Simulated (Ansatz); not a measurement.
Cohesive energies along the alkaline-earth metals

All numbers below come from Ansatz, DFT, HSE06, plane waves (420 eV) with PAW, scalar-relativistic. (PAW data from PBE, frozen cores regenerated.)

The free atom is spin-polarised, without symmetry, in a box of 14 × 14.4 × 14.8 Å, in the lowest state that the tried spin starts reached (hybrids start from one state alone); no zero-point energy, no spin-orbit coupling, no dispersion.

The hybrid is evaluated at the semilocal geometry on a coarser k-mesh, and its energy is corrected by the semilocal functional's change from that mesh to the dense one.

Problem. Rank by cohesive energy per atom, weakest first.
A. strontium (fcc)
B. calcium (fcc)
C. barium (bcc)
D. beryllium (hcp)

Solution. A (1.56 eV), C (1.76 eV), B (1.79 eV), D (3.70 eV).
